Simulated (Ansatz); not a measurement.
Job for Ansatz (a program for electronic structure): R-CCSDT(Q)/cc-pVDZ on PH3 (SMILES P).

Ansatz 0.2 input:
```yaml
crystal:
  periodic: [false, false, false]
  atoms:
    - {symbol: P, position_ang: [0.00000000, 0.00000000, 0.12641100]}
    - {symbol: H, position_ang: [1.19133900, 0.00000000, -0.63205600]}
    - {symbol: H, position_ang: [-0.59566900, -1.03173000, -0.63205600]}
    - {symbol: H, position_ang: [-0.59566900, 1.03173000, -0.63205600]}
basis:
  gaussian:
    orbitals: cc-pVDZ
magnetization: {spin_polarized: false}
correlation: {method: ccsdt_q, electrons: outside_noble_gas}
scf: {lower_state_search: off}
```

It printed:

```
WARN ansatz: RAYON_NUM_THREADS=1 ignored (pool sized by the plan → 1); use --threads N
Functional definition: HF
these checks for a lower state are left out or cut short: stability, starts, cluster_reference, orbital_swaps, neighbouring_geometries, increment
integrals: 0.01 GiB planned
619 factors; integrals over basis functions are off by at most 1.7e-7 eV
mean field: 0.06 GiB planned
mean field evaluation 1: about -9318.5829 eV, gradient 9.3e0 eV
mean field evaluation 2: about -9318.5839 eV, gradient 9.3e0 eV
mean field evaluation 4: about -9319.0925 eV, gradient 6.7e-1 eV
mean field evaluation 8: about -9319.0957 eV, gradient 1.8e-4 eV
mean field -9319.09568063 eV, -342.4704495533 hartree, gradient 1.6e-6 eV, S^2 0.000000; 0 other end points of the search recorded, 0 dependent functions left out
5 core orbitals not correlated
reference -9319.09568063 eV, -342.4704495533 hartree; 4, 4 occupied and 24, 24 virtual orbitals, 619 factors
second order -3.66176041 eV of doubles, -0.00000000 eV of singles
coupled cluster: 0.07 GiB planned
cycle   1  -4.23903890 eV  change   -5.8e-1 eV  update   6.0e-2
cycle   2  -4.53160187 eV  change   -2.9e-1 eV  update   2.3e-2
cycle   3  -4.55762119 eV  change   -2.6e-2 eV  update   6.8e-3
cycle   4  -4.55722741 eV  change    3.9e-4 eV  update   2.5e-3
cycle   5  -4.55655101 eV  change    6.8e-4 eV  update   6.5e-4
cycle   6  -4.55634843 eV  change    2.0e-4 eV  update   1.8e-4
cycle   7  -4.55650609 eV  change   -1.6e-4 eV  update   6.3e-5
cycle   8  -4.55649937 eV  change    6.7e-6 eV  update   1.5e-5
cycle   9  -4.55648619 eV  change    1.3e-5 eV  update   4.3e-6
cycle  10  -4.55648690 eV  change   -7.1e-7 eV  update   1.1e-6
cycle  11  -4.55648746 eV  change   -5.5e-7 eV  update   3.5e-7
perturbative correction -0.00441123 eV, -0.0001621098 hartree
Total energy: -9323.65657932 eV, -342.6380594886 hartree
Checks for a lower state left out: stability, starts, cluster_reference, orbital_swaps, neighbouring_geometries, increment
```

Self-consistency was reached.

Cost: about 1.3 core-seconds (a rough figure).
